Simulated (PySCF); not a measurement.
Molecule: SMILES C=COC(C)=O, C₄H₆O₂.

Cartesian coordinates in Å; atom numbers follow the order of the lines, from 1:
```xyz
12

C    -2.284    0.172    1.080
C    -1.309   -0.423    0.418
O    -0.137    0.238    0.133
C     0.826   -0.416   -0.549
C     2.017    0.478   -0.752
O     0.726   -1.550   -0.929
H    -2.192    1.189    1.416
H    -3.195   -0.351    1.298
H    -1.350   -1.443    0.057
H     2.399    0.798    0.214
H     2.787   -0.057   -1.300
H     1.714    1.364   -1.305
```

Frames of a GFN2-xTB Langevin trajectory at 300 K; GIAO PBE0/pcSseg-1 shieldings in PySCF 2.14.0 with density-fitted response routines, gas phase, non-relativistic; equivalent atoms averaged within each frame.

References, each an isolated molecule treated in the same way: TMS for 13C (σ = 186.93 ppm) and 1H (σ = 31.72 ppm); 17O (σ = 336.08 ppm) against H2O. The references are static minima.

**Question.** How do the shifts (ppm) fluctuate along the trajectory?

**Answer.** 
```csv
time (fs),C4,C2,C1,C5,O6,O3,H9,H8,H7,H10/H11/H12
optimised geometry,172.4,149.3,101.1,23.2,448.2,260.0,7.88,4.83,5.08,2.14
250,173.3,155.5,104.1,28.1,457.1,265.1,7.35,4.84,4.17,3.03
425,171.9,154.3,110.4,27.1,454.7,261.7,8.34,5.28,6.57,2.25
625,174.6,160.1,108.1,28.2,455.7,263.7,7.58,5.32,4.86,2.19
800,172.3,151.0,107.2,23.4,452.0,275.6,8.31,5.07,5.53,2.72
1000,166.8,153.0,98.3,18.8,427.9,258.7,8.27,4.26,4.09,2.30
mean of frames,171.8,154.8,105.6,25.1,449.5,265.0,7.97,4.95,5.04,2.50
standard deviation,3.0,3.4,4.7,4.0,12.2,6.4,0.47,0.43,1.03,0.36
```

5 frames give an uncertainty of the mean of about the standard deviation over 2.2 at best, since frames this close in time may not be independent; classical motion lacks zero-point vibration, and the reference would need the same averaging.
